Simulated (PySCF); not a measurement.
Gas-phase XPS of cyanophosphaethyne, computed

Compound: cyanophosphaethyne, C2NP.
Cartesian coordinates in Å at the PBE0-D3(BJ)/def2-SVP level; atoms count from 1:
```xyz
4
C2NP angstrom
N     -1.934    0.094    0.088
C     -0.771    0.034    0.031
C      0.599   -0.037   -0.038
P      2.144   -0.116   -0.114
```

Computed, not measured: delta-SCF UKS SCAN, pcX-2 on the ionised atom, pcseg-1 elsewhere, spin-free X2C (PySCF 2.14.0). These are vertical core ionisation energies against the vacuum level, from separate self-consistent calculations with and without the core hole.

Q: List the computed XPS lines with their assignment.

A: 
```
atom(s)             environment    level  binding energy (eV)  2p1/2 (eV)  count
     P4  phosphorus bonded to C  P 2p3/2               137.93      138.82      1
     C2          nitrile carbon     C 1s               292.98           –      1
     N1        nitrile nitrogen     N 1s               405.38           –      1
     P4  phosphorus bonded to C     P 1s              2151.46           –      1
```

Q: Express the binding energy of N 1s of N1 in atomic units and per mole.

A: 405.38 eV = 14.8974 Eh = 39113 kJ/mol.

Q: What is the longest wavelength that can ionise N 1s of N1 vertically?

A: λ = hc/E = 12398.42 eV Å / 405.38 eV = 30.585 Å.

The list is incomplete; no value stands for C 1s of C3 (hole states with ⟨S²⟩ of 1 or more are left out). The unrestricted hole states depart most from a pure doublet (⟨S²⟩ = 0.75; over 0.85 named) for N 1s of N1 (0.89) and C 1s of C2 (0.96), which makes these values less certain. Spin–orbit and ligand-field terms were added within each 2p shell after the spin-free SCF. 2p1/2 minus 2p3/2 (ligand field included): P 0.89 eV. Isolated species at its PBE0-D3(BJ)/def2-SVP geometry, gas phase.
